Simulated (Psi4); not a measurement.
Psi4 input (wB97X-D/6-31G*):

```
memory 1500 MB

molecule {
0 2
C     0.11024100    0.06590200    0.32628600
C    -0.13743100   -0.05229700    1.54461500
C     0.03000600   -0.00054800   -1.11925600
H     0.00605400    0.99817200   -1.56053800
H     0.86832100   -0.56246300   -1.53665800
H    -0.89127500   -0.51405500   -1.41267500
symmetry c1
no_reorient
no_com
}

set {
  basis 6-31G*
  reference uks
  scf_type pk
  dft_radial_points 99
  dft_spherical_points 590
  e_convergence 1e-8
  d_convergence 1e-7
  maxiter 150
}

e = energy('wb97x-d')
print_out(f'\nFINAL {e:.10f} DIPOLE {variable("CURRENT DIPOLE")[0]:.6f} {variable("CURRENT DIPOLE")[1]:.6f} {variable("CURRENT DIPOLE")[2]:.6f}\n')
```

Output:

```
   => Loading Basis Set <=

    Name: 6-31G*
    Role: ORBITAL
    Keyword: BASIS
    atoms 1-3 entry C          line   111 file 6-31gs.gbs
    atoms 4-6 entry H          line    44 file 6-31gs.gbs

   => WB97X-D: Empirical Dispersion <=

    Chai and Head-Gordon Dispersion Correction
    Chai, J.-D.; Head-Gordon, M. (2010), J. Chem. Phys., 132: 6615-6620

        s6 =       1.000000

         ---------------------------------------------------------
                                   SCF
               by Justin Turney, Rob Parrish, Andy Simmonett
                          and Daniel G. A. Smith
                              UKS Reference
         ---------------------------------------------------------

  ==> Geometry <==

    Molecular point group: c1
    Full point group: C1

    Geometry (in Angstrom), charge = 0, multiplicity = 2:

       Center              X                  Y                   Z               Mass
    ------------   -----------------  -----------------  -----------------  -----------------
         C            0.110241000000     0.065902000000     0.326286000000    12.000000000000
         C           -0.137431000000    -0.052297000000     1.544615000000    12.000000000000
         C            0.030006000000    -0.000548000000    -1.119256000000    12.000000000000
         H            0.006054000000     0.998172000000    -1.560538000000     1.007825032230
         H            0.868321000000    -0.562463000000    -1.536658000000     1.007825032230
         H           -0.891275000000    -0.514055000000    -1.412675000000     1.007825032230

  Running in c1 symmetry.

  Rotational constants: A =      4.85361  B =      0.31490  C =      0.31333 [cm^-1]
  Rotational constants: A = 145507.44365  B =   9440.53626  C =   9393.39102 [MHz]
  Nuclear repulsion =   52.643610377161941

  Charge       = 0
  Multiplicity = 2
  Electrons    = 21
  Nalpha       = 11
  Nbeta        = 10

  ==> Algorithm <==

  SCF Algorithm Type is PK.
  DIIS enabled.
  MOM disabled.
  Fractional occupation disabled.
  Guess Type is SAD.
  Energy threshold   = 1.00e-08
  Density threshold  = 1.00e-07
  Integral threshold = 1.00e-12

  ==> Primary Basis <==

  Basis Set: 6-31G*
    Blend: 6-31G*
    Number of shells: 24
    Number of basis functions: 51
    Number of Cartesian functions: 51
    Spherical Harmonics?: false
    Max angular momentum: 2

  ==> DFT Potential <==

   => LibXC <=

    Version 7.1.2
    S. Lehtola, C. Steigemann, M. J. T. Oliveira, and M. A. L. Marques,  SoftwareX 7, 1–5 (2018) (10.1016/j.softx.2017.11.002)

   => Composite Functional: WB97X-D <=

    wB97X-D Hyb-GGA Exchange-Correlation Functional

    J.-D. Chai and M. Head-Gordon,  Phys. Chem. Chem. Phys. 10, 6615–6620 (2008) (10.1039/B810189B)

    Deriv               =              1
    GGA                 =           TRUE
    Meta                =          FALSE

    Exchange Hybrid     =           TRUE
    MP2 Hybrid          =          FALSE

   => Exchange-Correlation Functionals <=

    1.0000   wB97X-D range-separated functional

   => Exact (HF) Exchange <=

    0.7780            HF,LR [omega = 0.2000]
    0.2220               HF

   => LibXC Density Thresholds  <==

    XC_HYB_GGA_XC_WB97X_D:  1.00E-14

   => Molecular Quadrature <=

    Radial Scheme          =       TREUTLER
    Pruning Scheme         =           NONE
    Nuclear Scheme         =       TREUTLER

    Blocking Scheme        =         OCTREE
    BS radius alpha        =              1
    Pruning alpha          =              1
    Radial Points          =             99
    Spherical Points       =            590
    Total Points           =         330441
    Total Blocks           =           2458
    Max Points             =            256
    Max Functions          =             51
    Weights Tolerance      =       1.00E-15

  ==> Integral Setup <==

  Using in-core PK algorithm.
   Calculation information:
      Number of atoms:                   6
      Number of AO shells:              24
      Number of primitives:             57
      Number of atomic orbitals:        51
      Number of basis functions:        51

      Integral cutoff                 1.00e-12
      Number of threads:                 1

  Performing in-core PK
  Using 2639403 doubles for integral storage.
  We computed 44741 shell quartets total.
  Whereas there are 45150 unique shell quartets.

  Computing range-separated integrals for PK
  We computed 44741 wK shell quartets total.
  Whereas there are 45150 wK unique shell quartets.

  ==> DiskJK: Disk-Based J/K Matrices <==

    J tasked:                  Yes
    K tasked:                  Yes
    wK tasked:                 Yes
    Omega:               2.000E-01
    Schwarz Cutoff:          1E-12


  Cached 100.0% of DFT collocation blocks in 0.453 [GiB].

  Minimum eigenvalue in the overlap matrix is 2.1344555071E-03.
  Reciprocal condition number of the overlap matrix is 3.3749683280E-04.
    Using symmetric orthogonalization.

  ==> Pre-Iterations <==

  SCF Guess: Superposition of Atomic Densities via on-the-fly atomic UHF (no occupation information).

   -------------------------
    Irrep   Nso     Nmo
   -------------------------
     A         51      51
   -------------------------
    Total      51      51
   -------------------------

  ==> Iterations <==

                        Total Energy        Delta E     RMS |[F,P]|

   @UKS iter SAD:  -115.07354232452244   -1.15074e+02   0.00000e+00
   @UKS iter   1:  -115.78484344744717   -7.11301e-01   8.16680e-03 ADIIS/DIIS
   @UKS iter   2:  -115.81854258889275   -3.36991e-02   6.94982e-03 ADIIS/DIIS
   @UKS iter   3:  -115.87277516025894   -5.42326e-02   2.57983e-03 ADIIS/DIIS
   @UKS iter   4:  -115.88164720640182   -8.87205e-03   3.79282e-04 ADIIS/DIIS
   @UKS iter   5:  -115.88228663209739   -6.39426e-04   2.01835e-04 ADIIS/DIIS
   @UKS iter   6:  -115.88262364769589   -3.37016e-04   1.49767e-04 ADIIS/DIIS
   @UKS iter   7:  -115.88310382959037   -4.80182e-04   1.03516e-04 ADIIS/DIIS
   @UKS iter   8:  -115.88343692793089   -3.33098e-04   9.00331e-05 DIIS
   @UKS iter   9:  -115.88359480854272   -1.57881e-04   8.36495e-05 DIIS
   @UKS iter  10:  -115.88376486210996   -1.70054e-04   8.19158e-05 DIIS
   @UKS iter  11:  -115.88507237347454   -1.30751e-03   1.71868e-04 ADIIS/DIIS
   @UKS iter  12:  -115.88495158089631    1.20793e-04   1.17270e-04 ADIIS/DIIS
   @UKS iter  13:  -115.88523419992276   -2.82619e-04   1.49709e-04 ADIIS/DIIS
   @UKS iter  14:  -115.88541811969000   -1.83920e-04   2.25736e-04 ADIIS/DIIS
   @UKS iter  15:  -115.88544227187315   -2.41522e-05   1.94928e-04 ADIIS/DIIS
   @UKS iter  16:  -115.88545327393049   -1.10021e-05   1.85025e-04 ADIIS/DIIS
   @UKS iter  17:  -115.88546712247968   -1.38485e-05   1.49978e-04 ADIIS/DIIS
   @UKS iter  18:  -115.88548960093651   -2.24785e-05   1.35947e-04 ADIIS/DIIS
   @UKS iter  19:  -115.88551920618245   -2.96052e-05   8.38279e-05 DIIS
   @UKS iter  20:  -115.88553987585524   -2.06697e-05   1.33591e-05 DIIS
   @UKS iter  21:  -115.88554316495699   -3.28910e-06   4.01444e-06 DIIS
   @UKS iter  22:  -115.88554363285365   -4.67897e-07   1.38579e-06 DIIS
   @UKS iter  23:  -115.88554364999132   -1.71377e-08   4.05615e-07 DIIS
   @UKS iter  24:  -115.88554365174619   -1.75487e-09   1.64125e-07 DIIS
   @UKS iter  25:  -115.88554365204232   -2.96126e-10   7.56551e-08 DIIS
  Energy and wave function converged.

  ==> Post-Iterations <==

   Electrons on quadrature grid:
      Nalpha   =   11.0000001150 ; deviation = 1.150e-07
      Nbeta    =   10.0000001315 ; deviation = 1.315e-07
      Ntotal   =   21.0000002465 ; deviation = 2.465e-07

   @Spin Contamination Metric:   1.340582740E-02
   @S^2 Expected:                7.500000000E-01
   @S^2 Observed:                7.634058274E-01
   @S   Expected:                5.000000000E-01
   @S   Observed:                5.000000000E-01

    Orbital Energies [Eh]
    ---------------------

    Alpha Occupied:

       1A    -10.335936     2A    -10.335302     3A    -10.330529
       4A     -0.908905     5A     -0.816850     6A     -0.583443
       7A     -0.540278     8A     -0.538406     9A     -0.414760
      10A     -0.369215    11A     -0.360463

    Alpha Virtual:

      12A      0.094648    13A      0.117641    14A      0.186828
      15A      0.244617    16A      0.252079    17A      0.306130
      18A      0.462832    19A      0.524364    20A      0.600191
      21A      0.605889    22A      0.678547    23A      0.707678
      24A      0.733559    25A      0.782365    26A      0.790154
      27A      0.884739    28A      0.910547    29A      0.945623
      30A      0.972993    31A      1.048284    32A      1.232144
      33A      1.427365    34A      1.464470    35A      1.586929
      36A      1.610981    37A      1.661212    38A      1.885083
      39A      1.926593    40A      1.985621    41A      2.042930
      42A      2.161077    43A      2.283608    44A      2.313204
      45A      2.494150    46A      2.735887    47A      2.763003
      48A      3.217345    49A      4.097528    50A      4.233928
      51A      4.613259

    Beta Occupied:

       1A    -10.335391     2A    -10.331624     3A    -10.321791
       4A     -0.894048     5A     -0.792070     6A     -0.572174
       7A     -0.537433     8A     -0.530455     9A     -0.352062
      10A     -0.346629

    Beta Virtual:

      11A     -0.093974    12A      0.128902    13A      0.133296
      14A      0.188712    15A      0.249412    16A      0.254267
      17A      0.317248    18A      0.470868    19A      0.534715
      20A      0.609821    21A      0.615423    22A      0.705521
      23A      0.713517    24A      0.752635    25A      0.794789
      26A      0.804178    27A      0.890861    28A      0.917153
      29A      0.946645    30A      0.980696    31A      1.052788
      32A      1.245344    33A      1.436593    34A      1.477555
      35A      1.613263    36A      1.645485    37A      1.689048
      38A      1.903636    39A      1.938554    40A      2.016849
      41A      2.065210    42A      2.187549    43A      2.289267
      44A      2.320972    45A      2.517957    46A      2.751677
      47A      2.797304    48A      3.239612    49A      4.129662
      50A      4.249966    51A      4.626067

    Final Occupation by Irrep:
              A
    DOCC [    10 ]
    SOCC [     1 ]
    NA   [    11 ]
    NB   [    10 ]

  @UKS Final Energy:  -115.88554365204232

   => Energetics <=

    Nuclear Repulsion Energy =             52.6436103771619415
    One-Electron Energy =                -258.5211331596008222
    Two-Electron Energy =                 101.7681840997967697
    DFT Exchange-Correlation Energy =     -11.7753212279794433
    Empirical Dispersion Energy =          -0.0008837414207495
    VV10 Nonlocal Energy =                  0.0000000000000000
    Total Energy =                       -115.8855436520423154

  UHF NO Occupations:
  HONO-2 :    9  A 1.9990775
  HONO-1 :   10  A 1.9944461
  HONO-0 :   11  A 1.0000000
  LUNO+0 :   12  A 0.0055539
  LUNO+1 :   13  A 0.0009225
  LUNO+2 :   14  A 0.0001228
  LUNO+3 :   15  A 0.0000802

Computation Completed

Properties will be evaluated at   0.000000,   0.000000,   0.000000 [a0]

Properties computed using the SCF density matrix

 Multipole Moments:

 ------------------------------------------------------------------------------------
     Multipole            Electronic (a.u.)      Nuclear  (a.u.)        Total (a.u.)
 ------------------------------------------------------------------------------------

 L = 1.  Multiply by 2.5417464519 to convert [e a0] to [Debye]
 Dipole X            :          0.2041691           -0.0000076            0.2041615
 Dipole Y            :          0.0960240           -0.0000076            0.0960164
 Dipole Z            :         -1.0969574           -0.0000019           -1.0969593
 Magnitude           :                                                    1.1199200

 ------------------------------------------------------------------------------------

FINAL -115.8855436520 DIPOLE 0.204161 0.096016 -1.096959

*** Psi4 exiting successfully. Buy a developer a beer!
```

The geometry given is a B3LYP-D3(BJ)/def2-TZVP minimum.
